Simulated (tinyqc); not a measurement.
CCSD on RHF in the sto-6g basis, frozen core, for H2O, spin multiplicity 1, step by step. One step of it, computed by the program tinyqc.

Problem. Iteration 1: building the Fock matrix. J_ij = sum D_kl (ij|kl), K_ij = sum D_kl (ik|jl); F = H + J - 0.5 K; E = tr D H + tr D J / 2 - 0.25 tr D K + E_nn.

D at the start, lower triangle:
```
            1O 1s      1O 2s    1O 2px     1O 2py    1O 2pz     2H 1s     3H 1s
1O 1s    2.138355
1O 2s   -0.482634   2.096878
1O 2px   0.000000   0.000000  1.307592
1O 2py   0.000000   0.000000  0.000000   1.199682
1O 2pz   0.014442  -0.081701  0.000000   0.000000  1.226374
2H 1s   -0.012526   0.045562  0.000000   0.112211  0.071411  0.989863
3H 1s   -0.012526   0.045562  0.000000  -0.112211  0.071411  0.069618  0.989863
```

core Hamiltonian H = T + V (hartree), lower triangle:
```
             1O 1s      1O 2s     1O 2px     1O 2py     1O 2pz      2H 1s      3H 1s
1O 1s   -32.885519
1O 2s    -7.267910  -9.107128
1O 2px    0.000000   0.000000  -7.359026
1O 2py    0.000000   0.000000   0.000000  -7.450695
1O 2pz   -0.016994  -0.196708   0.000000   0.000000  -7.444375
2H 1s    -1.237726  -2.871689   0.000000  -1.509483  -1.516576  -4.543315
3H 1s    -1.237726  -2.871689   0.000000   1.509483  -1.516576  -1.275706  -4.543315
```

Two-electron integrals (ij|kl) in chemists' order, unique and non-zero (hartree):
```
(11|11) 4.787491    (21|11) 0.675884    (21|21) 0.121505    (22|11) 1.117379
(22|21) 0.249212    (22|22) 0.817383    (31|31) 0.025762    (32|31) 0.039145
(32|32) 0.180664    (33|11) 1.117381    (33|21) 0.249212    (33|22) 0.817382
(33|33) 0.880663    (41|41) 0.025762    (42|41) 0.039145    (42|42) 0.180664
(43|43) 0.047461    (44|11) 1.117381    (44|21) 0.249212    (44|22) 0.817382
(44|33) 0.785741    (44|44) 0.880663    (51|51) 0.025762    (52|51) 0.039145
(52|52) 0.180664    (53|53) 0.047461    (54|54) 0.047461    (55|11) 1.117381
(55|21) 0.249212    (55|22) 0.817382    (55|33) 0.785741    (55|44) 0.785741
(55|55) 0.880663    (61|11) 0.121709    (61|21) 0.020981    (61|22) 0.042122
(61|33) 0.042033    (61|41) 0.000741    (61|42) 0.001450    (61|44) 0.042172
(61|51) 0.000715    (61|52) 0.001399    (61|54) 0.000134    (61|55) 0.042163
(61|61) 0.003693    (62|11) 0.308843    (62|21) 0.069910    (62|22) 0.255520
(62|33) 0.251191    (62|41) 0.004042    (62|42) 0.030396    (62|44) 0.257916
(62|51) 0.003900    (62|52) 0.029329    (62|54) 0.006489    (62|55) 0.257452
(62|61) 0.012150    (62|62) 0.101342    (63|31) 0.007594    (63|32) 0.043319
(63|43) 0.006206    (63|53) 0.005988    (63|63) 0.013967    (64|11) 0.164969
(64|21) 0.037857    (64|22) 0.147545    (64|33) 0.141000    (64|41) 0.009484
(64|42) 0.059692    (64|44) 0.157152    (64|51) 0.001824    (64|52) 0.015798
(64|54) 0.009598    (64|55) 0.144483    (64|61) 0.006865    (64|62) 0.071127
(64|64) 0.063292    (65|11) 0.159181    (65|21) 0.036529    (65|22) 0.142368
(65|33) 0.136052    (65|41) 0.001824    (65|42) 0.015798    (65|44) 0.139663
(65|51) 0.009354    (65|52) 0.058563    (65|54) 0.009689    (65|55) 0.151389
(65|61) 0.006624    (65|62) 0.068632    (65|64) 0.047594    (65|65) 0.059891
(66|11) 0.467331    (66|21) 0.107751    (66|22) 0.451710    (66|33) 0.434154
(66|41) 0.007717    (66|42) 0.080408    (66|44) 0.461427    (66|51) 0.007446
(66|52) 0.077587    (66|54) 0.026317    (66|55) 0.459547    (66|61) 0.018893
(66|62) 0.232186    (66|64) 0.185767    (66|65) 0.179249    (66|66) 0.774999
(71|11) 0.121709    (71|21) 0.020981    (71|22) 0.042122    (71|33) 0.042033
(71|41) -0.000741   (71|42) -0.001450   (71|44) 0.042172    (71|51) 0.000715
(71|52) 0.001399    (71|54) -0.000134   (71|55) 0.042163    (71|61) 0.003646
(71|62) 0.011802    (71|64) 0.006094    (71|65) 0.006438    (71|66) 0.018182
(71|71) 0.003693    (72|11) 0.308843    (72|21) 0.069910    (72|22) 0.255520
(72|33) 0.251191    (72|41) -0.004042   (72|42) -0.030396   (72|44) 0.257916
(72|51) 0.003900    (72|52) 0.029329    (72|54) -0.006489   (72|55) 0.257452
(72|61) 0.011802    (72|62) 0.083267    (72|64) 0.040283    (72|65) 0.054988
(72|66) 0.157115    (72|71) 0.012150    (72|72) 0.101342    (73|31) 0.007594
(73|32) 0.043319    (73|43) -0.006206   (73|53) 0.005988    (73|63) 0.011151
(73|73) 0.013967    (74|11) -0.164969   (74|21) -0.037857   (74|22) -0.147545
(74|33) -0.141000   (74|41) 0.009484    (74|42) 0.059692    (74|44) -0.157152
(74|51) -0.001824   (74|52) -0.015798   (74|54) 0.009598    (74|55) -0.144483
(74|61) -0.006094   (74|62) -0.040283   (74|64) -0.008806   (74|65) -0.026035
(74|66) -0.068023   (74|71) -0.006865   (74|72) -0.071127   (74|74) 0.063292
(75|11) 0.159181    (75|21) 0.036529    (75|22) 0.142368    (75|33) 0.136052
(75|41) -0.001824   (75|42) -0.015798   (75|44) 0.139663    (75|51) 0.009354
(75|52) 0.058563    (75|54) -0.009689   (75|55) 0.151389    (75|61) 0.006438
(75|62) 0.054988    (75|64) 0.026035    (75|65) 0.046861    (75|66) 0.113527
(75|71) 0.006624    (75|72) 0.068632    (75|74) -0.047594   (75|75) 0.059891
(76|11) 0.124373    (76|21) 0.028500    (76|22) 0.114327    (76|33) 0.111354
(76|44) 0.113118    (76|51) 0.002389    (76|52) 0.021948    (76|55) 0.118509
(76|61) 0.004917    (76|62) 0.046826    (76|64) 0.028378    (76|65) 0.035646
(76|66) 0.116321    (76|71) 0.004917    (76|72) 0.046826    (76|74) -0.028378
(76|75) 0.035646    (76|76) 0.027676    (77|11) 0.467331    (77|21) 0.107751
(77|22) 0.451710    (77|33) 0.434154    (77|41) -0.007717   (77|42) -0.080408
(77|44) 0.461427    (77|51) 0.007446    (77|52) 0.077587    (77|54) -0.026317
(77|55) 0.459547    (77|61) 0.018182    (77|62) 0.157115    (77|64) 0.068023
(77|65) 0.113527    (77|66) 0.326821    (77|71) 0.018893    (77|72) 0.232186
(77|74) -0.185767   (77|75) 0.179249    (77|76) 0.116321    (77|77) 0.774999
```

nuclear repulsion = 7.96677179 hartree

Give: Coulomb J; exchange K; Fock matrix F; total energy of this density.

Solution.

Coulomb J (hartree), lower triangle:
```
          1O 1s   1O 2s  1O 2px   1O 2py  1O 2pz   2H 1s   3H 1s
1O 1s   17.2121
1O 2s    3.0374  7.9761
1O 2px   0.0000  0.0000  7.9414
1O 2py   0.0000  0.0000  0.0000   7.9949
1O 2pz   0.0136  0.1574  0.0000   0.0000  7.9920
2H 1s    0.5295  2.5284  0.0000   1.4649  1.4629  4.7550
3H 1s    0.5295  2.5284  0.0000  -1.4649  1.4629  1.1666  4.7550
```

exchange K (hartree), lower triangle:
```
         1O 1s   1O 2s  1O 2px   1O 2py  1O 2pz   2H 1s   3H 1s
1O 1s   9.9420
1O 2s   1.5457  2.6851
1O 2px  0.0000  0.0000  1.7040
1O 2py  0.0000  0.0000  0.0000   1.7807
1O 2pz  0.0142  0.1309  0.0000   0.0000  1.7780
2H 1s   0.3070  1.0642  0.0000   0.4780  0.5277  1.2669
3H 1s   0.3070  1.0642  0.0000  -0.4780  0.5277  0.5091  1.2669
```

Fock matrix F (hartree), lower triangle:
```
           1O 1s    1O 2s   1O 2px   1O 2py   1O 2pz    2H 1s    3H 1s
1O 1s   -20.6444
1O 2s    -5.0033  -2.4736
1O 2px    0.0000   0.0000  -0.2697
1O 2py    0.0000   0.0000   0.0000  -0.3462
1O 2pz   -0.0105  -0.1048   0.0000   0.0000  -0.3414
2H 1s    -0.8617  -0.8754   0.0000  -0.2836  -0.3175  -0.4217
3H 1s    -0.8617  -0.8754   0.0000   0.2836  -0.3175  -0.3636  -0.4217
```

total energy of this density = -75.881798 hartree

This density is the starting one; it is not idempotent, so its energy is not variational and may lie below the converged one.
